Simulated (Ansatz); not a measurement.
A made-up structure of BSi$_{2}$H$_{6}$ (charge -1), singlet:

B1  (0.787, 0.803, 0.334)
Si2  (-0.807, 0.083, -0.649)
Si3  (-0.063, -1.110, 1.339)
H4  (-0.556, -0.442, -1.944)
H5  (-2.003, 0.828, -0.473)
H6  (0.703, 1.807, 0.888)
H7  (1.818, 0.781, -0.175)
H8  (-1.155, -1.030, 0.023)
H9  (0.851, -1.986, 0.477)
(Å)

It is relaxed with PBE-D4/def2-SVPD and then PBE0-D4/def2-TZVPD (Ansatz 0.2.0). Atoms count as bonded within 1.22 times the sum of their covalent radii (H–H: 0.88 Å). The end point is not checked to be a true minimum.

Problem. Does its bonding change? (A judgement: the text doesn't fix the answer.)

Solution. Computed: Yes. Formed: none; broken: Si2–H8.

Where it ends: The first stage lowers the energy by 1.69 eV in 16 steps. It ends as BSi₂H₆ ([BH2]1[SiH2][SiH2]1), total charge -1:
```
atom    x (Å)    y (Å)    z (Å)
  B1   0.7587   0.8007   0.3425
 Si2  -0.6486   0.3236  -1.0470
 Si3  -0.0637  -1.0197   0.7284
  H4  -0.3336  -0.1485  -2.4362
  H5  -2.0305   0.9079  -1.0792
  H6   0.4533   1.6847   1.1116
  H7   1.9054   0.7859  -0.0461
  H8  -1.0811  -1.2728   1.8020
  H9   0.6156  -2.3271   0.4433
```

Labels in which every atom is bracketed show which atoms are joined, not bond orders.

For scale, one of the runs: PBE0-D4/def2-TZVPD relaxation, 177 basis functions, launched by `ansatz run in.yaml --threads 2 --pin off --events-out ev --progress --plain --max-ram 4352MiB`. The run took about 20 s on 2 CPU threads of an AMD EPYC 9R45 (shared host).
